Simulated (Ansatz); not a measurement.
BH2Cl, 4 atoms. Hardware: 4 threads of Arm Neoverse V1 on a shared host.

Correlated methods freeze 6 core orbitals. In CCSD on the charge 1 doublet the largest single amplitude is 0.19, so its Hartree–Fock determinant may place the open shell otherwise than the density functionals do.

Problem. How many basis functions does each of these Ansatz runs have, and roughly what does it cost? PBE0-D4/def2-TZVP, charge 0 singlet, relaxation, 4 steps; B2PLYP/def2-TZVP, charge 0 singlet, energy, from earlier orbitals; PBE0-D4/def2-TZVPD, charge -1 doublet at the geometry of the charge 0 singlet, energy; PBE0-D4/def2-TZVP, charge 0 triplet at the geometry of the charge 0 singlet, energy; LDA (SPW92)/def2-TZVP, charge 0 singlet, energy, from earlier orbitals; r2SCAN-D4/def2-TZVP, charge 0 singlet, energy, from earlier orbitals; PBE-D4/def2-TZVP, charge 0 singlet, energy, from earlier orbitals; CAM-B3LYP-D4/def2-TZVP, charge 0 singlet, energy, from earlier orbitals; r2SCAN-D4/def2-TZVP, charge 1 doublet at the geometry of the charge 0 singlet, energy, from earlier orbitals; CCSD(T)/def2-TZVPD, charge -1 doublet at the geometry of the charge 0 singlet, energy, from earlier orbitals; RPA@PBE/def2-TZVP, charge 0 singlet, energy, from earlier orbitals; CCSD(T)/def2-TZVPP, charge 1 doublet at the geometry of the charge 0 singlet, energy, from earlier orbitals.

Solution. Other jobs shared the machine, so times can vary by a factor of up to 3. A dash marks memory too small to be measured apart from the calling script's.

| run | functions | fitting or Cholesky vectors | wall time | peak host memory (GiB) |
| --- | --- | --- | --- | --- |
| LDA (SPW92)/def2-TZVP, charge 0 singlet, energy, from earlier orbitals | 80 | 513 | 0.25 s | – |
| PBE-D4/def2-TZVP, charge 0 singlet, energy, from earlier orbitals | 80 | 513 | 0.3 s | – |
| CAM-B3LYP-D4/def2-TZVP, charge 0 singlet, energy, from earlier orbitals | 80 | 520 | 0.4 s | – |
| RPA@PBE/def2-TZVP, charge 0 singlet, energy, from earlier orbitals | 80 | 511 | 0.5 s | – |
| B2PLYP/def2-TZVP, charge 0 singlet, energy, from earlier orbitals | 80 | 511 | 0.5 s | – |
| PBE0-D4/def2-TZVP, charge 0 triplet at the geometry of the charge 0 singlet, energy | 80 | 525 | 0.55 s | – |
| r2SCAN-D4/def2-TZVP, charge 0 singlet, energy, from earlier orbitals | 80 | 513 | 0.75 s | – |
| r2SCAN-D4/def2-TZVP, charge 1 doublet at the geometry of the charge 0 singlet, energy, from earlier orbitals | 80 | 513 | 1.2 s | – |
| PBE0-D4/def2-TZVP, charge 0 singlet, relaxation, 4 steps | 80 | 525 | 1.9 s | – |
| CCSD(T)/def2-TZVPP, charge 1 doublet at the geometry of the charge 0 singlet, energy, from earlier orbitals | 101 | 591 | 1.9 s | – |
| PBE0-D4/def2-TZVPD, charge -1 doublet at the geometry of the charge 0 singlet, energy | 101 | 575 | 2 s | – |
| CCSD(T)/def2-TZVPD, charge -1 doublet at the geometry of the charge 0 singlet, energy, from earlier orbitals | 101 | 655 | 2.3 s | – |
